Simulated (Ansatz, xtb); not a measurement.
**Relative energy of two isomers of C2H3O**

Structure a: `[CH2]C=O`, a doublet. Structure b: `C=[C]O`, a doublet. Both are isolated molecules in the gas phase, relaxed with PBE0-D3(BJ)/def2-SVP; the shapes shown needn't be the lowest conformers.

a (Å):

```xyz
6

C    -1.5306   -0.1991   -0.9349
C    -0.5500   -0.1209    0.1003
O    -0.0431   -1.1078    0.6217
H    -1.8509   -1.1838   -1.2860
H    -1.9629    0.7011   -1.3789
H    -0.2547    0.9062    0.4255
```

b (Å):

```csv
atom,x (Å),y (Å),z (Å)
C,-1.5013,0.1487,-1.1844
C,-0.6622,-0.5326,-0.4235
O,-0.2278,-0.3281,0.8078
H,-1.6351,-0.1127,-2.2354
H,-2.0860,0.9811,-0.7707
H,-0.1066,-1.1748,1.2556
```

Quicker runs give these differences E(b) − E(a): GFN2-xTB +18.1 kcal/mol; HF/STO-3G +37.7 kcal/mol (at GFN2-xTB geometries); r2SCAN-D4/def2-SVP +25.0 kcal/mol (at GFN2-xTB geometries).

Question: Estimate E(b) − E(a) at the level CCSD(T)/def2-TZVP.

Answer: Calculated at CCSD(T)/def2-TZVP: E(b) − E(a) = +24.8 kcal/mol, so structure a lies lower.

How the difference moves with the method:

```
               level              geometry  E(b) − E(a) (kcal/mol)  departure from the last row (kcal/mol)  job, with rough time for the two
            GFN2-xTB              GFN2-xTB                     +18.1                                    −6.8              optimisation, 0.21 s
           HF/STO-3G              GFN2-xTB                     +37.7                                   +12.9              single point, 0.38 s
  r2SCAN-D4/def2-SVP              GFN2-xTB                     +25.0                                    +0.2               single point, 4.4 s
PBE0-D3(BJ)/def2-SVP  PBE0-D3(BJ)/def2-SVP                     +24.5                                    −0.3                optimisation, 42 s
        HF/def2-TZVP  PBE0-D3(BJ)/def2-SVP                     +29.2                                    +4.4           part of the CCSD(T) run
       MP2/def2-TZVP  PBE0-D3(BJ)/def2-SVP                     +21.9                                    −2.9           part of the CCSD(T) run
   CCSD(T)/def2-TZVP  PBE0-D3(BJ)/def2-SVP                     +24.8                                                        single point, 61 s
```

As drawn, b has 1 C=C, 1 C–O, 1 O–H in place of 1 C–C, 1 C=O, 1 C–H.

None of the levels shown reverses the order. The largest departure from CCSD(T)/def2-TZVP is that of HF/STO-3G, 12.9 kcal/mol.

With harmonic frequencies from PBE0-D3(BJ)/def2-SVP (ideal gas, rigid rotor, one conformer each, 298.15 K, 1 atm): the zero-point term adds +0.4 kcal/mol; ΔH is +25.3 and ΔG +25.2 kcal/mol.

Open shells are spin-unrestricted, with notable spin contamination under HF/STO-3G, HF/def2-TZVP, MP2/def2-TZVP, CCSD(T)/def2-TZVP. The correlated steps freeze 3 core orbitals. Mirror images aren't counted in ΔG. Codes used: Ansatz 0.2.0, xtb 6.7.1; the last row on 1 thread of Intel(R) Xeon(R) Platinum 8175M CPU @ 2.50GHz (Skylake/Cascade Lake) on a shared host.
